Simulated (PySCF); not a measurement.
Estimate the missing entries of this data sheet.

Species: CFCl3.
InChI=1S/CCl3F/c2-1(3,4)5

```csv
property,level,value
point group of the GFN2-xTB geometry,GFN2-xTB,C3v
"rotational constants A, B, C of the GFN2-xTB geometry",GFN2-xTB,?
dipole moment,"B97-2/6-311+G(2d,p)",0.40 D
HOMO energy,"B97-2/6-311+G(2d,p)",?
LUMO energy,"B97-2/6-311+G(2d,p)",?
13C chemical shifts (computed TMS as zero) by class,"GIAO B97-2/6-311+G(2d,p)",146.1 (1 C) ppm
"isotropic shieldings of nuclei other than C and H, by class","GIAO B97-2/6-311+G(2d,p)","170 (1 F), 394 (3 Cl) ppm"
```

The electronic properties come from PySCF, for the isolated species, density fitting. The shieldings hold no spin–orbit term; for a carbon that bears several chlorines this term is known to matter.

(1) What is the LUMO energy?

(2) What is the HOMO energy?

(3) Give the rotational constants A, B, C of the GFN2-xTB geometry.

Answers

(1) -1.61 eV.

(2) -8.93 eV.

(3) 2.444, 2.444, 1.709 GHz.

With B = h/(8π²I), that is 505.379 GHz u Å² over I, the principal moments of inertia are 206.7, 206.8 and 295.7 u Å² (most abundant isotopes); the inertial defect Ic − Ia − Ib is -117.8 u Å² (zero for a rigid planar frame, negative otherwise). Point group C3v permits a dipole; with 0.40 D the species has a pure rotational spectrum. The dipole matches unit charges of opposite sign 0.08 Å apart (1 e·Å = 4.8032 D). The rotational constants are those of an oblate symmetric top.
